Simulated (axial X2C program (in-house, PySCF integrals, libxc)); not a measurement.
# Correcting the dissociation energy of C₂⁺ for spin–orbit coupling

A spin-free PBE0 curve (one-electron X2C) was computed with an axial X2C code built on PySCF integrals, basis C dyall-v3z [7s6p2d1f] (cores contracted in-house), for the state M_S = 3/2, Λ = 0 (beyond evenly filled blocks: σα, π+α, π-α). It gives D0 = 5.918 eV to C+ + C, which in a spin-free picture are the weighted means of the ground terms.

Measured levels of the ground terms (NIST Handbook of Basic Atomic Spectroscopic Data), in cm⁻¹: C+ 2P: J = 1/2 at 0, J = 3/2 at 63.4; C 3P: J = 0 at 0, J = 1 at 16.4, J = 2 at 43.4.

The molecular state has Λ = 0, so it has no first-order lowering.

Q: How far does each ground level lie under the (2J+1)-weighted mean of its term?

A: C+: (2 × 0 + 4 × 63.4)/6 = 42 cm⁻¹; C: (1 × 0 + 3 × 16.4 + 5 × 43.4)/9 = 30 cm⁻¹.

Q: Correct D0.

A: D0 = 5.918 + (0 − 72)/8065.5 = 5.909 eV at PBE0 with these spin–orbit terms.

Second-order spin–orbit effects in the molecule, which grow quickly with Z, are left out. One determinant describes the state; a PBE0 search over occupations chose it and may have missed a lower one. De is counted from the lowest determinant-based energies of the atoms at the same level, without counterpoise correction. PBE0 can misorder states that lie within some tenths of an eV, so this need not be the ground state of the molecule. The nearest other spin-free determinant of the search, M_S = 1/2, Λ = 0, lies 0.50 eV up at the distance of the search.
